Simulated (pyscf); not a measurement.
Single points on ωB97X-D3(BJ)/def2-SVP structures (PySCF, gas phase). MP2 and CC: frozen core, UHF for open shells. ΔMP2 is the change of the MP2 total energy from the triple- to the quadruple-zeta basis.

### Question
For the elementary gas-phase step F–InH₂ -> InH [singlet] + hydrogen fluoride (HF) (singlet surface; F–In, H–In broken, F–H formed), what barrier and reaction energy does CCSD(T)/def2-TZVPP + ΔMP2(QZVPP) give, measured from the reactant's lowest minimum found?…

### Answer
ΔE‡ = 44.0 kcal/mol, ΔE = +16.0 kcal/mol. Zero-point energy shifts the barrier by -1.2 kcal/mol. It is a 1,1-elimination, with an imaginary mode of 1318i cm⁻¹. This is the saddle that the search found; another between the same sides may lie lower. The CCSD(T) − MP2 part came from Ansatz, without density fitting, on the same reference. The frozen core leaves the outer d or s,p core shells of the metals and heavy elements correlated in the MP2 and CC values, and def2-TZVPP describes them poorly, which can shift differences by a few kcal/mol. Elements past Kr carry the def2 core potentials, without spin-orbit coupling.
